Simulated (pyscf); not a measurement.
# Four-centre exchange: H₂N–Ti(NH₂)(NH₂)–NH₂ + hydrogen (H₂) → ammonia (NH₃) + H₂N–TiH(NH₂)–NH₂

Gas phase, singlet surface, charge 0. Bonds broken: N1–Ti2, H14–H15. Bonds formed: N1–H14, Ti2–H15. PySCF, gas phase, ωB97X-D3(BJ)/def2-SVP geometries.

Transition state (Å):

```xyz
15

N      1.0138     1.8639    -0.8847
Ti    -0.2434     0.4334    -0.0726
N     -0.2861    -1.1915    -1.0020
N     -1.8264     1.1316     0.6425
N      0.7444    -0.0189     1.4673
H      1.0603     2.8130    -0.5205
H      1.8781     1.6181    -1.3624
H     -0.8996    -1.3788    -1.7899
H      0.1753    -2.0412    -0.6877
H     -2.0182     1.2151     1.6373
H     -2.6624     1.3089     0.0927
H      0.5025    -0.7412     2.1437
H      1.6136     0.4324     1.7448
H     -0.0209     1.6823    -1.6156
H     -0.9764     1.1942    -1.8288
```

One imaginary mode, 1308i cm⁻¹; descent along it reached the two sides named, in the forms told below.

| bond | change | reactant side (Å) | saddle | product side |
|---|---|---|---|---|
| N1–Ti2 | breaks | 1.886 | 2.070 | 2.319 |
| H14–H15 | breaks | 0.763 | 1.094 | 2.7 |
| N1–H14 | forms | 2.6 | 1.280 | 1.020 |
| Ti2–H15 | forms | 3.7 | 2.049 | 1.728 |

Electronic energies relative to the separated reactants (eV):

```
level                   barrier  reaction energy  reverse barrier
----------------------  -------  ---------------  ---------------
ωB97X-D3(BJ)/def2-TZVP     1.17            +0.78             0.39
PBE/def2-TZVP              1.06            +0.76             0.30
r²SCAN/def2-TZVP           1.09            +0.83             0.26
B3LYP-D3(BJ)/def2-TZVP     1.17            +0.79             0.38
PBE0-D3(BJ)/def2-TZVP      1.05            +0.74             0.31
M06-2X/def2-TZVP           1.20            +0.88             0.32
ωB97M-D3(BJ)/def2-TZVP     1.18            +0.69             0.49
HF/def2-TZVP               1.65            +0.55             1.10
```

With ωB97M-D3(BJ)/def2-TZVP energies and thermal terms (ideal gas, 1 atm, RRHO with modes under 100 cm⁻¹ raised to 100, one conformer, R ln 2 for chiral ones without a mode under 150 cm⁻¹), in eV:

```csv
T (K),ΔH‡,ΔG‡,ΔH,ΔG
298,1.22,1.61,+0.80,+0.74
600,1.17,2.02,+0.74,+0.70
900,1.16,2.46,+0.69,+0.69
1200,1.16,2.89,+0.66,+0.70
```

On the product side the descent ends in an adduct with a N–Ti contact (not fully relaxed), 0.59 eV under the separated species and 0.98 eV under the saddle at ωB97X-D3(BJ)/def2-TZVP. What is counted as broken (N–Ti) persists as a longer contact in the product adduct; parting that adduct is a step of its own. At the saddle there is also a short H–Ti contact that neither side keeps. This is the saddle that the search found; another between the same sides may lie lower.
